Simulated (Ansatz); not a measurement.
## [N2H5]+ (SMILES N[NH3+]): the vertical ionisation energy from total energies

The species is [N2H5]+ (7 atoms), meant as a singlet with charge +1. SMILES: `N[NH3+]`. The shape is that of a GFN2-xTB optimisation.

```xyz
7

N    -0.4382   -0.7515    0.0377
N     0.1221    0.5597   -0.0363
H    -0.2195   -1.2152    0.9149
H    -0.1524   -1.3371   -0.7420
H    -0.2059    0.9985   -0.9159
H    -0.2678    1.1193    0.7440
H     1.1617    0.6263   -0.0023
```

Both states at this one shape; open shells run unrestricted unless said. 1 Eh = 27.2114 eV.

```
           level  program  singlet [N2H5]+ (Eh)  doublet [N2H5]2+ (Eh)
  r2SCAN0/STO-3G   Ansatz           -110.726213            -110.132184
CAM-B3LYP/STO-3G   Ansatz           -110.719011            -110.119498
    HSE06/STO-3G   Ansatz           -110.664250            -110.066673
    wB97X/STO-3G   Ansatz           -110.770984            -110.170632
```

Q: Work out the vertical ionisation energy at each level.

A: 
1. r2SCAN0/STO-3G: -110.132184 − (-110.726213) = 0.594029 Eh = 16.16 eV.
2. CAM-B3LYP/STO-3G: -110.119498 − (-110.719011) = 0.599513 Eh = 16.31 eV.
3. HSE06/STO-3G: -110.066673 − (-110.664250) = 0.597577 Eh = 16.26 eV.
4. wB97X/STO-3G: -110.170632 − (-110.770984) = 0.600352 Eh = 16.34 eV.

No measured value is set beside it here; the levels span 16.16 to 16.34 eV. Minimal sets are far from the basis-set limit.
